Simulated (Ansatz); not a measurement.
**Ge–PH2, quartet: reading a ladder of total energies**

Geometry: a PBE0/def2-TZVP stationary point for this spin, not checked as a minimum. The doublet lies 1.3 eV lower here.

```yaml
atoms:
  - { symbol: Ge, position_ang: [0.0000, 0.0000, 0.8205] }
  - { symbol: P, position_ang: [0.0000, 0.0000, -1.7495] }
  - { symbol: H, position_ang: [0.0000, 1.0658, -2.6836] }
  - { symbol: H, position_ang: [0.0000, -1.0658, -2.6836] }
```

Basis cc-pVDZ; Ansatz 0.2.0. Only valence electrons are correlated (noble-gas cores and the filled d shells of p-block atoms frozen), which leaves 11 electrons in 36 orbitals. Prefix R: restricted or restricted open-shell reference; prefix U: unrestricted. No spin–orbit coupling is included, and no scalar relativity.

Full CI isn't at hand for all of this; UCCSDT(Q) serves as the reference, and is uncertain by about the last step of the cluster series.

Runs differ by some tens of microhartree through their thresholds and, for an open shell, their frozen cores, so steps under 0.03 kcal/mol mean nothing.

```csv
level,total energy (hartree)
UHF,-2417.161127
UMP2,-2417.317399
UCCSD,-2417.356580
UCCSD(T),-2417.361786
UCCSDT,-2417.362977
UCCSDT(Q),-2417.363271
```

**Question.** What is the correlation energy at UCCSDT(Q), and what share of it do UMP2 and UCCSD(T) recover?

**Answer.** E(corr) = -2417.363271 − (-2417.161127) = -0.202144 hartree = -5.501 eV. UMP2: -0.156272 / -0.202144 = 77.31 %. UCCSD(T): -0.200659 / -0.202144 = 99.27 %.

**Question.** By how many kcal/mol does UCCSD(T) miss UCCSDT(Q) (1 hartree = 627.509 kcal/mol), and which steps make up the rest?

**Answer.** -2417.361786 − (-2417.363271) = 0.001485 hartree = 0.93 kcal/mol. Steps: UCCSDT − UCCSD(T) = -0.75, UCCSDT(Q) − UCCSDT = -0.18 kcal/mol. Differences between like states or geometries often cancel part of this.
